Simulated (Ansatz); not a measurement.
A structure relaxed at PBE0-D4/def2-TZVP, charge 0, multiplicity 1:

Cartesian coordinates in Å:
```
F 0.386 0.323 -2.078
C 0.267 -0.521 -0.981
C -0.547 0.121 0.078
C -0.044 0.510 1.234
F 1.207 0.375 1.606
F -0.732 1.080 2.193
H 1.272 -0.754 -0.626
H -0.209 -1.439 -1.337
H -1.600 0.303 -0.088
```

Problem. Give its formula and SMILES.

Solution. C3H3F3, `FCC=C(F)F`.

Problem. Summarise the bond lengths by kind.

Solution. 3 × C–F 1.310 to 1.389 Å; 2 × C–C 1.319 to 1.482 Å; 3 × C–H 1.082 to 1.094 Å.

Program: Ansatz 0.2.0.
